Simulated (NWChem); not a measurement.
# Correlation energy of Cl (+1)

```
Cl
```
Charge +1, spin multiplicity 3.

All runs are NWChem calculations.

Basis set: cc-pVQZ. Each correlation energy counts from its own Hartree-Fock reference.

The correlated methods keep 5 core orbitals frozen. No SCF solution was tested for a lower state. Open-shell Hartree-Fock references start from PBE0 orbitals. No row is a measurement; the coupled-cluster row has its own basis-set and correlation limits.

One of these methods gave a correlation energy of -135.4 mHa. Which?
(A) CCSD on ROHF
(B) CCSD on UHF
(C) CCSD[T] on ROHF
(D) URI-MP2

D, URI-MP2. The others give -164.8 (CCSD on ROHF), -158.5 (CCSD on UHF), -170.4 (CCSD[T] on ROHF).
